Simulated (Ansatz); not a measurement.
# NaNH₂: taking an electron away

The task here is to estimate one member of a computed series from the others.

Computed with Ansatz 0.2.0, Gaussian basis. Level: unrestricted cation, the program's frozen cores in correlated methods.

Plan: UKS PBE-D4/def2-TZVPP; UKS r2SCAN-D4/def2-TZVPP; UKS PBE0-D4/def2-TZVPP; UKS B3LYP-D4/def2-TZVPP; UKS wB97X-V/def2-TZVPP; UKS wB97M-V/def2-TZVPP; UKS B2PLYP/def2-TZVPP; UHF-CCSD(T)/def2-TZVPP; UHF-CCSD(T)/def2-QZVPP; extrapolation to the limit; then −ε(HOMO) from the neutral's earlier runs with LDA (SPW92), PBE-D4, revPBE-D4, BLYP-D4, r2SCAN-D4, B97M-V, PBE0-D4, B3LYP-D4, r2SCANh-D4, r2SCAN0-D4, HSE06-D4, BHLYP-D4, CAM-B3LYP-D4, LC-ωPBE, ωB97X-V, ωB97M-V.

**The relaxed structure**

All runs share one geometry, relaxed beforehand with PBE0-D4 in a triple-zeta def2 set.

SMILES `[NH2][Na]`, 4 atoms, charge 0, spin multiplicity 1.

Atoms are counted from 1 here; the program's logs count them from 0.

Bond lengths: N1–Na2 2.077 Å, N1–H3 1.014 Å, N1–H4 1.014 Å. Angles: Na2–N1–H3 126.9°, Na2–N1–H4 126.9°, H3–N1–H4 104.6°.

Set-up of the first run:

The input, in.yaml:

```yaml
crystal:
  periodic: [false, false, false]
  atoms:
    - {symbol: N, position_ang: [-0.188622, 0.052310, -0.066187]}
    - {symbol: Na, position_ang: [1.635829, -0.199817, 0.892948]}
    - {symbol: H, position_ang: [-1.024535, -0.509182, 0.056513]}
    - {symbol: H, position_ang: [-0.367172, 0.596389, -0.903574]}
basis:
  gaussian: {orbitals: def2-TZVPP}
total_charge: 1
magnetization: {spin_polarized: true, initial_magnetization: 1}
hamiltonian: {xc: pbe, dispersion: d4}
```

Steps of the session up to this table: Cation, UKS PBE-D4/def2-TZVPP; Cation, UKS r2SCAN-D4/def2-TZVPP; Cation, UKS PBE0-D4/def2-TZVPP; Cation, UKS B3LYP-D4/def2-TZVPP; Cation, UKS wB97X-V/def2-TZVPP; Cation, UKS wB97M-V/def2-TZVPP; Cation, UKS B2PLYP (frozen core)/def2-TZVPP; Cation, UHF-CCSD(T)/def2-TZVPP; Cation, UHF-CCSD(T)/def2-QZVPP.

One table of the session follows, with a row left open; its other results are not shown here.

For comparison, −ε(HOMO) of the neutral from earlier runs:

```
  functional  −ε(HOMO) (eV)
 LDA (SPW92)           2.98
      PBE-D4           2.84
   revPBE-D4              ?
     BLYP-D4           2.80
   r2SCAN-D4           2.89
      B97M-V           2.98
     PBE0-D4           3.95
    B3LYP-D4           3.81
  r2SCANh-D4           3.35
  r2SCAN0-D4           4.05
    HSE06-D4           3.55
    BHLYP-D4           5.13
CAM-B3LYP-D4           5.39
     LC-ωPBE           6.69
     ωB97X-V           6.33
     ωB97M-V           6.30
```

Estimate the missing values for revPBE-D4.

As computed: −ε(HOMO) (eV): 2.79. In the column «−ε(HOMO) (eV)» it is the lowest.
